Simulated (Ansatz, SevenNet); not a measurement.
Elastic constant C11 (GPa) of solids drawn from the class of silicides and borides, at two levels: the machine-learned potential SevenNet-0 (trained on PBE and PBE+U data), and r²SCAN (PAW; Ansatz, a first-principles code).

| solid | SevenNet-0 | r²SCAN |
|---|---|---|
| AlB2-type TiB2 | 469 | ? |
| AlB2-type HfB2 | 384 | 621 |
| AlB2-type ZrB2 | 379 | 578 |
| AlB2-type MgB2 | 357 | 454 |
| CaB6-type LaB6 | 323 | 493 |
| A15 Mo3Si | 414 | 498 |

Question: Estimate the withheld r²SCAN value from the other rows.

Answer: One way: carry over the typical ratio. The ratios r²SCAN / SevenNet-0 of the other rows, in order: 1.203, 1.272, 1.525, 1.526, 1.617; median 1.525. AlB2-type TiB2: 469 × 1.525 = 715 GPa; the run gives 678 GPa. The ratios spread from 1.203 to 1.617, so such an estimate is rough.

Of 6 rows, r²SCAN is the larger in 6 and the smaller in 0.

Ansatz's runs of these crystals have no spin polarisation.

Spin–orbit coupling is left out, also for the solids with elements from indium on (AlB2-type HfB2, CaB6-type LaB6); its size isn't shown.

Each level is taken at its own relaxed cell. Ansatz's density-functional and Hartree–Fock values are scalar-relativistic unless marked +SOC, with PAW data made under PBE.
